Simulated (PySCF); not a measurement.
**Cost of excited-state runs on sulfuric acid (O=S(=O)(O)O, H2O4S)**

Geometry:
| atom | x (Å) | y (Å) | z (Å) |
| --- | --- | --- | --- |
| O1 | -0.870 | -0.559 | -1.408 |
| S2 | -0.449 | -0.225 | -0.076 |
| O3 | -1.241 | -0.420 | 1.107 |
| O4 | 0.008 | 1.316 | -0.131 |
| O5 | 0.949 | -0.963 | 0.212 |
| H6 | -0.009 | 1.668 | 0.773 |
| H7 | 1.408 | -1.084 | -0.634 |

PySCF with density fitting, on 1 thread of an Arm Neoverse V1, shared host. Command: `OMP_NUM_THREADS=1 python excited_run.py task.json out`

(1) How long does this run take, and how much memory?
- magnetisability and related constants, CAM-B3LYP/aug-pcSseg-1; isotopologues

Results:

(1) 
| run | level | basis functions | wall time | peak memory (GiB) |
| --- | --- | --- | --- | --- |
| magnetisability and related constants | CAM-B3LYP/aug-pcSseg-1 | 155 | 15 s | 0.74 |

Times from a shared host are rough.
